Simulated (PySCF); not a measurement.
Choosing a basis for TDDFT

Species: 1-pentene, C5H10.
Z-matrix (Å and degrees, PBE0-D3(BJ)/def2-SVP geometry), rows numbered from 1:
```
C 
C   1  1.3336
C   2  1.4954  1  125.50
C   3  1.5289  2  113.26  1   119.01
C   4  1.5202  3  113.14  2   179.06
H   1  1.0953  2  121.32  3     0.82
H   1  1.0933  2  121.65  3  -179.34
H   2  1.0986  1  118.68  3   179.04
H   3  1.1035  2  109.71  1    -3.97
H   3  1.1063  2  109.12  1  -120.02
H   4  1.1034  3  108.79  2   -58.33
H   4  1.1044  3  109.14  2    56.60
H   5  1.1020  4  111.25  3    59.71
H   5  1.1006  4  111.61  3   179.87
H   5  1.1021  4  111.29  3   -59.90
```

TDDFT with PBE0 (PySCF), vertical singlets, core orbitals frozen in the response, spherical d and f functions. Isolated species at its PBE0-D3(BJ)/def2-SVP geometry (one conformer only).

Compare 6-31G*, 6-31+G*, def2-SVP, aug-cc-pVDZ, def2-TZVP and def2-TZVPD for this molecule.

```csv
basis,functions,diffuse,S1 (eV),S2 (eV),S3 (eV),S4 (eV),S5 (eV),LUMO (eV),α (au)
6-31G*,90,no,7.84,8.28,8.64,8.85,9.14,0.91,53.5
6-31+G*,110,yes,6.78,7.13,7.19,7.27,7.61,0.31,61.0
def2-SVP,120,no,7.70,8.07,8.19,8.42,8.46,0.60,56.2
aug-cc-pVDZ,205,yes,6.40,6.75,6.83,6.95,7.20,0.03,66.5
def2-TZVP,215,no,7.36,7.58,7.93,8.03,8.23,0.37,63.0
def2-TZVPD,275,yes,6.75,7.16,7.20,7.25,7.60,0.28,66.1
```

States are compared by their number. Against the largest diffuse basis here (def2-TZVPD, itself not a converged limit), sets without diffuse functions differ by up to 1.09 eV in S1 and 1.54 eV in S5; the smaller diffuse sets differ by up to 0.35 and 0.40 eV. State by state, the largest deviation of a set without diffuse functions is S1 1.09, S2 1.12, S3 1.44, S4 1.61, S5 1.54 eV. The same number needn't mean the same state in each row. Against def2-TZVPD the polarisability deviates by -19% in 6-31G*, -8% in 6-31+G*, -15% in def2-SVP, 0% in aug-cc-pVDZ, -5% in def2-TZVP. A single + in a Pople set puts diffuse functions on heavy atoms only.
